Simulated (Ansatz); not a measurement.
Heat of formation of C2H4Cl2 (1,1-dichloroethane) from total energies

The species is C2H4Cl2 (8 atoms), meant as a singlet with charge 0. SMILES: `CC(Cl)Cl`. Geometry: relaxed at PBE0-D4/def2-TZVP.

Total energies at wB97M-V/cc-pVDZ (Ansatz 0.2.0); the atoms run unrestricted:

```
species    state  energy (Eh)
C2H4Cl2  singlet  -998.940608
      C  triplet   -37.838414
     Cl  doublet  -460.117751
      H  doublet    -0.491710
```

Harmonic wavenumbers at PBE0-D4/def2-TZVP, in cm⁻¹: 267, 275, 318, 407, 663, 713, 997, 1073, 1112, 1254, 1306, 1406, 1472, 1477, 3065, 3143, 3148, 3165.

Measured heats of formation of the gaseous atoms at 298.15 K, in kJ/mol: C 716.9, Cl 121.3, H 218.0. Spin-orbit lowering of the atoms at 298 K (mean of the ground term's levels less their thermal mean, from spectra), in kJ/mol: C 0.02, Cl 3.44. Take 1 Eh = 2625.50 kJ/mol, 1 cm⁻¹ = 0.0119627 kJ/mol, RT = 2.479 kJ/mol.

Question: Work out the heat of formation of the gas at 298 K.

Answer: 
1. Electronic atomisation energy: 2 × (-37.838414) + 2 × (-460.117751) + 4 × (-0.491710) − (-998.940608) = 1.061438 Eh = 2786.8 kJ/mol.
2. Zero-point energy: half the sum of the wavenumbers, 12630.5 cm⁻¹ = 151.1 kJ/mol.
3. Thermal vibrational enthalpy, Σ hcν̃/(exp(hcν̃/kT) − 1): 5.2 kJ/mol. Translation, rotation and pV of a non-linear molecule: 4 RT = 9.9 kJ/mol.
4. The 8 free atoms carry 5/2 RT each: 49.6 kJ/mol.
5. Spin-orbit coupling lowers the free atoms by 2 × 0.02 + 2 × 3.44 = 6.9 kJ/mol.
6. Atomisation enthalpy at 298 K: 2786.8 − 6.9 − 151.1 − 5.2 − 9.9 + 49.6 = 2663.3 kJ/mol.
7. Sum of the atoms' heats of formation: 2548.4 kJ/mol. Heat of formation: 2548.4 − 2663.3 = -114.9 kJ/mol.

The tabulated value is -127.4 kJ/mol (Active Thermochemical Tables), so this level is off by +12.5 kJ/mol, or 0.5 % of the atomisation enthalpy. Anharmonicity and any spin-orbit splitting of the molecule are left out.
